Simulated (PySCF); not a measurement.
# C₃H₃F: runs on many settings

Which settings matter for C₃H₃F (`C#CCF`)?

The runs use PySCF 2.14.0, with density-fitted response routines of our own; the level of theory stands in each step. All values are computed, except where a source is named. Atoms are numbered from 0 throughout.

## 1. The molecule as given

7 atoms, charge 0, multiplicity 1; geometry from: GFN2-xTB.

Bonds of the start (Å): C0–C1 1.20, C1–C2 1.45, C2–F3 1.38, C0–H4 1.05, C2–H5 1.10, C2–H6 1.10.

## 2. Nuclear shieldings: PBE0/pcSseg-1

What the job is given:

```
{"job": {"kind": "nmr", "xc": "PBE0", "basis": "pcSseg-1"}, "charge": 0, "multiplicity": 1}
C      1.706002     0.163405     0.029481
C      0.522277    -0.008661     0.009916
C     -0.919231    -0.153102    -0.017582
F     -1.540567     1.072439    -0.111069
H      2.746848     0.292854     0.047472
H     -1.233256    -0.737972    -0.891298
H     -1.278740    -0.624059     0.906004
```

Method: GIAO PBE0/pcSseg-1 NMR shielding, non-relativistic, gas phase.

Command:

```console
OMP_NUM_THREADS=1 python probes_run.py task.json out
```

One launch serves the whole session: the jobs run in the order shown.

The log of the run:

```text
coarse grid: 6208 points
cycle   1  E = -215.5364551345  dE =  4.630e-01  |g| = 5.122e-01  |ddm| = 2.479e+00
cycle   2  E = -215.5114189711  dE =  2.504e-02  |g| = 6.713e-01  |ddm| = 1.056e+00
cycle   3  E = -215.5831870918  dE = -7.177e-02  |g| = 9.619e-02  |ddm| = 5.672e-01
cycle   4  E = -215.5846379136  dE = -1.451e-03  |g| = 5.417e-02  |ddm| = 9.739e-02
cycle   5  E = -215.5853015769  dE = -6.637e-04  |g| = 1.486e-02  |ddm| = 3.977e-02
cycle   6  E = -215.5853513552  dE = -4.978e-05  |g| = 2.424e-03  |ddm| = 1.344e-02
cycle   7  E = -215.5853527455  dE = -1.390e-06  |g| = 5.501e-04  |ddm| = 2.219e-03
final grid: 61344 points
cycle   8  E = -215.6169181991  dE = -1.948e-05  |g| = 5.106e-03  |ddm| = 2.647e-02
cycle   9  E = -215.6169160299  dE =  2.169e-06  |g| = 6.583e-03  |ddm| = 8.848e-03
cycle  10  E = -215.6169237431  dE = -7.713e-06  |g| = 1.014e-03  |ddm| = 4.514e-03
cycle  11  E = -215.6169239234  dE = -1.803e-07  |g| = 3.743e-04  |ddm| = 9.532e-04
cycle  12  E = -215.6169239547  dE = -3.130e-08  |g| = 1.298e-04  |ddm| = 3.196e-04
cycle  13  E = -215.6169239584  dE = -3.725e-09  |g| = 8.657e-06  |ddm| = 8.870e-05
cycle  14  E = -215.6169239584  dE = -1.319e-11  |g| = 2.765e-06  |ddm| = 1.050e-05
converged SCF energy = -215.6169239584

GIAO shielding tensors (ppm)
atom      isotropic    diamagn.    paramagn.     s11        s22        s33       span
  0 C      100.484     255.358    -154.874     30.773     39.691    230.987    200.214
  1 C      103.795     266.448    -162.653      6.088      6.268    299.027    292.939
  2 C      113.568     239.063    -125.496     83.929     87.988    168.787     84.858
  3 F      421.355     471.188     -49.833    384.476    412.182    467.409     82.934
  4 H       29.530      33.073      -3.543     25.122     25.246     38.222     13.099
  5 H       26.397      26.086       0.311     21.948     26.717     30.525      8.577
  6 H       26.396      26.098       0.298     21.947     26.717     30.524      8.577
```

It took 3.6 s on 1 thread of Arm Neoverse V1, shared host.

Shifts follow as δ = σ(reference) − σ, with reference shieldings (ppm) from runs at the same level and on the same kind of geometry: 1H TMS 31.72, 13C TMS 186.9, 19F CFCl3 170.9. The references are single molecules in the gas phase, so shifts against H2O, NH3, PH3, H3PO4 or CFCl3 are not on the usual liquid scales and can be off by tens of ppm. Atoms listed in one row are averaged.

| atoms | environment | σ (ppm) | δ (ppm) | δ scaled to CDCl3 |
| --- | --- | --- | --- | --- |
| C0 | terminal alkyne carbon | 100.5 | 86.4 | 82.5 |
| C1 | alkyne carbon | 103.8 | 83.1 | 79.2 |
| C2 | propargylic sp3 CH2 bonded to F | 113.6 | 73.4 | 69.7 |
| H5, H6 | hydrogen on a propargylic sp3 CH2 bonded to F | 26.40 | 5.32 | 5.12 |
| H4 | hydrogen on a terminal alkyne carbon | 29.53 | 2.19 | 2.17 |
| F3 | fluorine on an sp3 carbon | 421.4 | -250.4 | – |

The scaled column applies a straight-line fit of computed shieldings to shifts measured in CDCl3; 19F shifts take a fit of their own (root-mean-square error 0.16 ppm for H, 1.9 ppm for C).

Charges from the same density, by scheme (e):

| atoms | Mulliken | IAO | Hirshfeld | ESP fit |
| --- | --- | --- | --- | --- |
| C0 | -0.28 | -0.21 | -0.10 | -0.48 |
| C1 | 0.02 | -0.04 | -0.05 | 0.08 |
| C2 | 0.26 | 0.03 | 0.04 | 0.06 |
| F3 | -0.33 | -0.32 | -0.12 | -0.21 |

Mayer bond orders: C0–C1 2.58, C1–C2 1.08, C2–F3 0.91.

## 3. Ultraviolet spectrum: PBE0/def2-SVPD

Settings changed since step 2:

```diff
@@ -1,2 +1,2 @@
-{"job": {"kind": "nmr", "xc": "PBE0", "basis": "pcSseg-1"}, "charge": 0, "multiplicity": 1}
+{"job": {"kind": "uv", "xc": "PBE0", "basis": "def2-SVPD", "nstates": 6, "ntriplets": 2}, "charge": 0, "multiplicity": 1}
 C      1.706002     0.163405     0.029481
```

Method: TDDFT PBE0/def2-SVPD, vertical, gas phase, core orbitals frozen in the response.

The log of the run:

```text
coarse grid: 6208 points
cycle   1  E = -215.4128203900  dE =  4.300e-01  |g| = 4.656e-01  |ddm| = 6.450e+00
cycle   2  E = -215.3872581480  dE =  2.556e-02  |g| = 6.204e-01  |ddm| = 1.834e+00
cycle   3  E = -215.4545397958  dE = -6.728e-02  |g| = 9.298e-02  |ddm| = 6.241e-01
cycle   4  E = -215.4559683226  dE = -1.429e-03  |g| = 4.810e-02  |ddm| = 1.514e-01
cycle   5  E = -215.4564865877  dE = -5.183e-04  |g| = 1.548e-02  |ddm| = 7.662e-02
cycle   6  E = -215.4565435010  dE = -5.691e-05  |g| = 2.578e-03  |ddm| = 2.336e-02
cycle   7  E = -215.4565451662  dE = -1.665e-06  |g| = 4.957e-04  |ddm| = 6.280e-03
final grid: 61344 points
cycle   8  E = -215.4882301560  dE = -1.588e-05  |g| = 5.091e-03  |ddm| = 7.782e-02
cycle   9  E = -215.4882274504  dE =  2.706e-06  |g| = 6.688e-03  |ddm| = 1.413e-02
cycle  10  E = -215.4882357733  dE = -8.323e-06  |g| = 9.882e-04  |ddm| = 5.996e-03
cycle  11  E = -215.4882359641  dE = -1.908e-07  |g| = 3.060e-04  |ddm| = 1.538e-03
cycle  12  E = -215.4882359846  dE = -2.053e-08  |g| = 1.187e-04  |ddm| = 4.247e-04
cycle  13  E = -215.4882359880  dE = -3.368e-09  |g| = 9.713e-06  |ddm| = 1.941e-04
cycle  14  E = -215.4882359880  dE = -1.910e-11  |g| = 3.600e-06  |ddm| = 2.484e-05
converged SCF energy = -215.4882359880

Static polarisability (au): isotropic 35.604, principal 27.835 29.188 49.789

Singlet excitations
state   eV       nm        f      main configurations
  1   6.1809    200.6   0.00040   H->L 0.95
  2   6.8670    180.6   0.00511   H-1->L 0.57, H->L+1 0.41
  3   7.2696    170.6   0.00032   H-1->L+1 0.97
  4   7.8208    158.5   0.01757   H->L+2 0.97
  5   8.2032    151.1   0.06909   H-1->L+2 0.93
  6   8.6839    142.8   0.02505   H->L+3 0.95

Triplet excitations (Tamm-Dancoff, eV): 5.2520 5.5991
```

It took 4 s on 1 thread of Arm Neoverse V1, shared host; peak memory 0.5 GiB.

The orbitals next to the gap, with their largest atomic shares:

| orbital | eV | atoms |
| --- | --- | --- |
| HOMO−3 | -10.80 | F3 66 %, C2 16 %, C1 9 % |
| HOMO−2 | -10.61 | F3 59 %, C2 17 %, C1 7 % |
| HOMO−1 | -8.65 | C1 44 %, C0 42 %, C2 5 % |
| HOMO | -8.28 | C0 41 %, C1 38 %, C2 8 % |
| LUMO | -0.03 | C0 30 %, C1 26 %, C2 17 % |
| LUMO+1 | 0.82 | C0 33 %, C1 30 %, H4 12 % |
| LUMO+2 | 0.85 | C2 24 %, C0 24 %, C1 23 % |

With each of the 6 states as a Gaussian band of 0.4 eV half-width at 1/e, the curve within the window shown has maxima at 180 nm (ε 220), 151 nm (ε 3,300) L/(mol cm). Beyond the last state computed it falls off for lack of states. The curve at chosen wavelengths:

(nm, ε (L/mol/cm)): (138, 640), (141, 1262), (145, 2251), (148, 2982), (151, 3322), (155, 2792), (158, 1988), (162, 1029), (165, 563), (168, 303), (172, 187), (175, 190), (178, 210), (182, 209), (185, 179), (188, 137), (192, 83), (195, 54), (198, 37), (202, 23), (205, 18), (209, 12), (212, 8), (215, 6), (219, 3), (222, 2)

Ground-state properties from the same run:

| property | computed |
| --- | --- |
| dipole moment (D) | 1.75 |
| polarisability (Å³) | 5.28 |
| HOMO–LUMO gap (eV) | 8.25 |
| −ε(HOMO) (eV) | 8.28 |

## 4. Ultraviolet spectrum: BP86/def2-SVPD

Settings changed since step 3:

```diff
@@ -1,2 +1,2 @@
-{"job": {"kind": "uv", "xc": "PBE0", "basis": "def2-SVPD", "nstates": 6, "ntriplets": 2}, "charge": 0, "multiplicity": 1}
+{"job": {"kind": "uv", "xc": "BP86", "basis": "def2-SVPD", "nstates": 3, "ntriplets": 2, "tda": false, "scf": {"conv": 1e-08, "level_shift": 0.2}}, "charge": 0, "multiplicity": 1}
 C      1.706002     0.163405     0.029481
```

Method: TDDFT BP86/def2-SVPD, vertical, gas phase, core orbitals frozen in the response.

The log of the run:

```text
final grid: 61344 points
cycle   1  E = -215.6649412042  dE =  3.841e-01  |g| = 5.302e-01  |ddm| = 8.028e+00
cycle   2  E = -215.6435146817  dE =  2.143e-02  |g| = 6.976e-01  |ddm| = 1.660e+00
cycle   3  E = -215.7194488502  dE = -7.593e-02  |g| = 1.286e-01  |ddm| = 7.056e-01
cycle   4  E = -215.7233904299  dE = -3.942e-03  |g| = 2.525e-02  |ddm| = 2.271e-01
cycle   5  E = -215.7235288741  dE = -1.384e-04  |g| = 4.859e-03  |ddm| = 7.918e-02
cycle   6  E = -215.7235345810  dE = -5.707e-06  |g| = 2.141e-03  |ddm| = 1.392e-02
cycle   7  E = -215.7235351865  dE = -6.055e-07  |g| = 1.182e-03  |ddm| = 7.189e-03
cycle   8  E = -215.7235355067  dE = -3.202e-07  |g| = 2.921e-04  |ddm| = 1.742e-03
cycle   9  E = -215.7235355365  dE = -2.981e-08  |g| = 3.782e-05  |ddm| = 8.700e-04
cycle  10  E = -215.7235355369  dE = -4.549e-10  |g| = 7.954e-06  |ddm| = 2.271e-04
level shift removed, Fock matrix diagonalised once more
converged SCF energy = -215.7235355369

Static polarisability (au): isotropic 37.167, principal 28.959 30.473 52.069

Singlet excitations
state   eV       nm        f      main configurations
  1   6.0308    205.6   0.00036   H->L 1.00
  2   6.7221    184.4   0.00791   H-1->L 0.60, H->L+1 0.40
  3   7.2611    170.8   0.00019   H-1->L+1 0.99

Triplet excitations (Tamm-Dancoff, eV): 5.3015 5.5134
```

Wall time 5 s (1 thread of Arm Neoverse V1, shared host); peak memory 0.5 GiB.

This run: HOMO -7.08 eV, LUMO -1.12 eV; lowest singlet 6.03 eV.

## 5. Spin-spin couplings: OPBE/def2-TZVPP

What the job is given:

```
{"job": {"kind": "j", "xc": "OPBE", "basis": "def2-TZVPP", "grid": 4, "scf": {"conv": 1e-08}}, "charge": 0, "multiplicity": 1}
C      1.706002     0.163405     0.029481
C      0.522277    -0.008661     0.009916
C     -0.919231    -0.153102    -0.017582
F     -1.540567     1.072439    -0.111069
H      2.746848     0.292854     0.047472
H     -1.233256    -0.737972    -0.891298
H     -1.278740    -0.624059     0.906004
```

Method: OPBE/def2-TZVPP indirect spin-spin coupling, non-relativistic, gas phase.

The log of the run:

```text
final grid: 161784 points
cycle   1  E = -215.7933413261  dE =  4.065e-01  |g| = 5.778e-01  |ddm| = 2.630e+00
cycle   2  E = -215.7056262860  dE =  8.772e-02  |g| = 9.253e-01  |ddm| = 6.640e+00
cycle   3  E = -215.8524945597  dE = -1.469e-01  |g| = 1.698e-01  |ddm| = 5.305e+00
cycle   4  E = -215.8566830082  dE = -4.188e-03  |g| = 9.287e-02  |ddm| = 2.496e-01
cycle   5  E = -215.8584450959  dE = -1.762e-03  |g| = 4.174e-02  |ddm| = 1.524e-01
cycle   6  E = -215.8588705175  dE = -4.254e-04  |g| = 5.599e-03  |ddm| = 5.716e-02
cycle   7  E = -215.8588787257  dE = -8.208e-06  |g| = 1.578e-03  |ddm| = 2.030e-02
cycle   8  E = -215.8588792481  dE = -5.224e-07  |g| = 2.757e-04  |ddm| = 4.613e-03
cycle   9  E = -215.8588792656  dE = -1.749e-08  |g| = 5.179e-05  |ddm| = 1.399e-03
cycle  10  E = -215.8588792663  dE = -6.458e-10  |g| = 9.651e-06  |ddm| = 1.429e-04
converged SCF energy = -215.8588792663

Indirect spin-spin couplings (Hz)
  i      j    bonds     total        FC       PSO       DSO        SD
  0 C    1 C    1    182.981   167.497     6.148     0.086     9.251
  0 C    2 C    2     14.499    14.495    -0.006    -0.139     0.150
  0 C    3 F    3      6.370     6.025    -0.084    -0.339     0.768
  0 C    4 H    1    222.328   221.952    -0.825     0.451     0.750
  0 C    5 H    3      2.659     2.327     0.807    -0.474    -0.001
  0 C    6 H    3      2.649     2.318     0.806    -0.474    -0.001
  1 C    2 C    1     67.020    68.105    -1.725     0.245     0.396
  1 C    3 F    2      7.585    11.772    -3.532    -0.061    -0.594
  1 C    4 H    2     46.810    41.971     5.059    -1.236     1.017
  1 C    5 H    2     -5.855    -5.828    -0.034    -0.134     0.141
  1 C    6 H    2     -5.866    -5.840    -0.034    -0.134     0.141
  2 C    3 F    1   -286.631  -332.384    26.737     0.656    18.361
  2 C    4 H    3      3.425     3.534     0.323    -0.492     0.060
  2 C    5 H    1    125.768   124.581    -0.092     0.954     0.326
  2 C    6 H    1    125.755   124.568    -0.092     0.954     0.325
  3 F    4 H    4     -6.259    -7.537     1.817    -1.296     0.757
  3 F    5 H    2     41.304    35.466    11.059    -1.403    -3.818
  3 F    6 H    2     41.248    35.408    11.061    -1.403    -3.818
  4 H    5 H    4     -3.307    -3.077     1.360    -1.651     0.060
  4 H    6 H    4     -3.310    -3.080     1.361    -1.651     0.060
  5 H    6 H    2    -12.916   -13.108     2.167    -2.474     0.499
```

Run time: 17 s. Hardware: 1 thread of Arm Neoverse V1, shared host; peak memory 0.55 GiB.

This basis has no tight s functions, so the Fermi-contact terms are rough.

Couplings of 1 Hz or more over one to four bonds, nine at most for each number, with means over like pairs (isotopes 13C, 19F, 1H):

| pair | bonds | J (Hz) | Fermi contact (Hz) |
| --- | --- | --- | --- |
| C2–F3 | 1 | -286.6 | -332.4 |
| C0–H4 | 1 | 222.3 | 222.0 |
| C0–C1 | 1 | 183.0 | 167.5 |
| C2–H5 | 1 | 125.8 | 124.6 |
| C1–C2 | 1 | 67.0 | 68.1 |
| C1–H4 | 2 | 46.8 | 42.0 |
| F3–H5 | 2 | 41.3 | 35.4 |
| C0–C2 | 2 | 14.5 | 14.5 |
| H5–H6 | 2 | -12.9 | -13.1 |
| C1–F3 | 2 | 7.6 | 11.8 |
| C1–H5 | 2 | -5.9 | -5.8 |
| C0–F3 | 3 | 6.4 | 6.0 |
| C2–H4 | 3 | 3.4 | 3.5 |
| C0–H5 | 3 | 2.7 | 2.3 |
| F3–H4 | 4 | -6.3 | -7.5 |
| H4–H5 | 4 | -3.3 | -3.1 |

Shifts (PBE0/pcSseg-1, scaled to CDCl3) and these couplings together give the proton spectrum at 400 MHz below.

1H NMR δ 5.12 (dd, J = 41.3, 3.3 Hz, 2H), 2.17 (dt, J = 6.3, 3.3 Hz, 1H). The letters are first-order; like nuclei with unlike couplings give more lines.

## 6. Spin-spin couplings: B97-D/6-31G*

Settings changed since step 5:

```diff
@@ -1,2 +1,2 @@
-{"job": {"kind": "j", "xc": "OPBE", "basis": "def2-TZVPP", "grid": 4, "scf": {"conv": 1e-08}}, "charge": 0, "multiplicity": 1}
+{"job": {"kind": "j", "xc": "B97-D", "basis": "6-31G*"}, "charge": 0, "multiplicity": 1}
 C      1.706002     0.163405     0.029481
```

Method: B97-D/6-31G* indirect spin-spin coupling, non-relativistic, gas phase.

The log of the run:

```text
coarse grid: 6208 points
cycle   1  E = -215.6734045955  dE =  4.202e-01  |g| = 6.320e-01  |ddm| = 2.771e+00
cycle   2  E = -215.5644114328  dE =  1.090e-01  |g| = 1.027e+00  |ddm| = 1.861e+00
cycle   3  E = -215.7435604473  dE = -1.791e-01  |g| = 1.867e-01  |ddm| = 1.307e+00
cycle   4  E = -215.7497839475  dE = -6.224e-03  |g| = 9.763e-02  |ddm| = 2.186e-01
cycle   5  E = -215.7520500723  dE = -2.266e-03  |g| = 2.949e-02  |ddm| = 1.005e-01
cycle   6  E = -215.7522758622  dE = -2.258e-04  |g| = 3.794e-03  |ddm| = 2.760e-02
cycle   7  E = -215.7522797278  dE = -3.866e-06  |g| = 1.204e-03  |ddm| = 5.066e-03
final grid: 61344 points
cycle   8  E = -215.7265865452  dE = -1.686e-05  |g| = 9.771e-03  |ddm| = 3.411e-02
cycle   9  E = -215.7265495462  dE =  3.700e-05  |g| = 1.777e-02  |ddm| = 2.409e-02
cycle  10  E = -215.7266017105  dE = -5.216e-05  |g| = 1.295e-03  |ddm| = 1.588e-02
cycle  11  E = -215.7266021326  dE = -4.221e-07  |g| = 4.046e-04  |ddm| = 1.344e-03
cycle  12  E = -215.7266021722  dE = -3.960e-08  |g| = 6.364e-05  |ddm| = 3.661e-04
cycle  13  E = -215.7266021734  dE = -1.144e-09  |g| = 1.185e-05  |ddm| = 8.656e-05
cycle  14  E = -215.7266021734  dE = -3.223e-11  |g| = 3.123e-06  |ddm| = 1.291e-05
converged SCF energy = -215.7266021734

Indirect spin-spin couplings (Hz)
  i      j    bonds     total        FC       PSO       DSO        SD
  0 C    1 C    1    194.329   181.385     3.924     0.089     8.932
  0 C    2 C    2     10.140    10.120    -0.003    -0.140     0.163
  0 C    3 F    3     17.278    17.476    -0.368    -0.332     0.502
  0 C    4 H    1    222.285   221.601    -1.089     0.543     1.231
  0 C    5 H    3      6.152     6.026     0.609    -0.471    -0.011
  0 C    6 H    3      6.146     6.019     0.608    -0.471    -0.011
  1 C    2 C    1     82.588    83.484    -1.516     0.247     0.373
  1 C    3 F    2      7.237    10.432    -2.695    -0.036    -0.463
  1 C    4 H    2     30.930    28.448     3.567    -1.223     0.138
  1 C    5 H    2     -7.820    -7.766    -0.057    -0.117     0.120
  1 C    6 H    2     -7.829    -7.774    -0.057    -0.117     0.120
  2 C    3 F    1   -200.431  -242.678    25.432     0.746    16.069
  2 C    4 H    3      3.412     3.612     0.229    -0.487     0.058
  2 C    5 H    1    165.557   164.499    -0.214     0.993     0.279
  2 C    6 H    1    165.539   164.481    -0.214     0.993     0.278
  3 F    4 H    4     -7.206    -7.813     1.212    -1.268     0.662
  3 F    5 H    2     43.667    39.125     8.912    -1.243    -3.127
  3 F    6 H    2     43.608    39.066     8.914    -1.243    -3.128
  4 H    5 H    4     -3.637    -2.974     0.898    -1.627     0.066
  4 H    6 H    4     -3.641    -2.978     0.898    -1.628     0.066
  5 H    6 H    2    -14.132   -13.450     1.308    -2.355     0.365
```

It took 4.2 s on 1 thread of Arm Neoverse V1, shared host.

The basis is not made for couplings: without tight functions at the nuclei these values are rough.

Key values: J(C0,H4) 222.3 Hz, J(C2,F3) -200.4 Hz, J(C0,C1) 194.3 Hz (means over like pairs).

## 7. Run by run: electronic excitations

Excitations and ground-state properties, with basis size and wall time:

```
           run  lowest singlet (eV)  brightest (eV)      f  gap (eV)  α (Å³)  μ (D)  functions  time
PBE0/def2-SVPD                 6.18            8.20  0.069      8.25    5.28   1.75        107   4 s
BP86/def2-SVPD                 6.03            6.72  0.008      5.96    5.51   1.65        107   5 s
```

## 8. Side by side: spin-spin couplings

Couplings (Hz), each a mean over the pairs like the one named, with basis size and wall time:

```
            run   C2–F3  C0–H4  C0–C1  C2–H5  C1–C2  F3–H5  C1–H4  functions   time
OPBE/def2-TZVPP  -286.6  222.3  183.0  125.8   67.0   41.3   46.8        166   17 s
   B97-D/6-31G*  -200.4  222.3  194.3  165.5   82.6   43.6   30.9         62  4.2 s
```

## 9. Outcome

| quantity | value |
| --- | --- |
| 13C shifts against TMS (PBE0/pcSseg-1) | 86.4, 83.1, 73.4 ppm |
| 1H shifts against TMS (PBE0/pcSseg-1, means over atoms taken as alike) | 5.32, 2.19 ppm |
| 19F shifts against CFCl3 (PBE0/pcSseg-1) | -250.4 ppm |
| lowest singlet (PBE0/def2-SVPD) | 6.18 eV (201 nm), f = 0.000 |
| brightest single state of those computed | state 5, 8.20 eV, f = 0.069 |
| lowest triplet | 5.25 eV |
| largest coupling of the table (OPBE/def2-TZVPP) | 1J(C,F) C2–F3, -286.6 Hz |
| range of the lowest singlet | 6.03 to 6.18 eV |
| range of J(C2,F3), mean over like pairs | -286.6 to -200.4 Hz |

Single values in the summary come from the first sound run of each kind (PBE0/pcSseg-1; PBE0/def2-SVPD; OPBE/def2-TZVPP), which need not be the best level. H5, H6 (mean) (hydrogen on a propargylic sp3 CH2 bonded to F) lies farthest downfield among hydrogen, at 5.32 ppm; its carbon carries F, hence the downfield position. At PBE0/pcSseg-1: Shielding is most anisotropic at C1 (span 293 ppm, paramagnetic term -163 ppm). The first singlet state (HOMO→LUMO 0.95) lies at 6.18 eV and is dark; of the 6 states computed, the strongest absorption comes from state 5 at 8.20 eV. The lowest triplet lies 0.93 eV below the lowest singlet (triplets in Tamm-Dancoff, singlets in full TDDFT). In the run at OPBE/def2-TZVPP, the largest coupling of the table is C2–F3, -286.6 Hz, of which the Fermi-contact term gives -332.4 Hz. The lowest singlet runs from 6.03 eV (BP86/def2-SVPD) to 6.18 eV (PBE0/def2-SVPD), while the orbital gap spans 5.96 to 8.25 eV: the excitation energy moves far less from run to run than the orbital gap does. The lowest state need not be the same one in every run. The runs solved for a few states only, so the brightest column depends on that window. The coupling C2–F3, as a mean over pairs of its kind, runs from -286.6 Hz (OPBE/def2-TZVPP) to -200.4 Hz (B97-D/6-31G*). Couplings from bases without tight functions are rough.
